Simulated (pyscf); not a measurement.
Thermochemistry of product channels of :N–F [triplet] + difluorosilylene (F–Si:–F) [triplet] on the triplet surface, in kcal/mol, from CCSD(T)/def2-TZVPP + ΔMP2(QZVPP) energies (ideal gas, 1 atm, RRHO with modes under 100 cm⁻¹ raised to 100, one conformer, R ln 2 for rigid chiral ones). Single points on ωB97X-D3(BJ)/def2-SVP structures (PySCF, gas phase). MP2 and CC: frozen core, UHF for open shells. ΔMP2 is the change of the MP2 total energy from the triple- to the quadruple-zeta basis.

```csv
products,ΔE,ΔH(298 K),ΔG(600 K),ΔG(1200 K)
[N=Si(F)–F]• + F atom (F•),-47.4,-46.7,-40.8,-35.8
F–Si:–N(F)–F [triplet],(withheld),+16.5,+37.3,+56.8
F–N=Si: [triplet] + fluorine (F–F),(withheld),+134.5,+135.5,(withheld)
```

Question: Some entries are withheld; supply them.

Answer: 
- F–Si:–N(F)–F [triplet], ΔE: +15.3
- F–N=Si: [triplet] + fluorine (F–F), ΔE: +134.7
- F–N=Si: [triplet] + fluorine (F–F), ΔG(1200 K): +136.4

These are energies of the channels, which say nothing of barriers. F–Si:–N(F)–F [triplet] lies 126.7 kcal/mol over its isomer F–N=Si(F)–F, and others may lie lower still (electronic energy, ωB97M-D3(BJ)). F–Si:–F [triplet] is an excited spin state, 75.0 kcal/mol over the singlet at ωB97X-D3(BJ). F–Si:–N(F)–F [triplet] is an excited spin state, 61.7 kcal/mol over the singlet at ωB97X-D3(BJ). F–N=Si: [triplet] is an excited spin state, 54.8 kcal/mol over the singlet at ωB97X-D3(BJ). The CCSD(T) − MP2 part came from Ansatz, without density fitting, on the same reference. Left out: orbital degeneracy and the spin-orbit lowering of F.
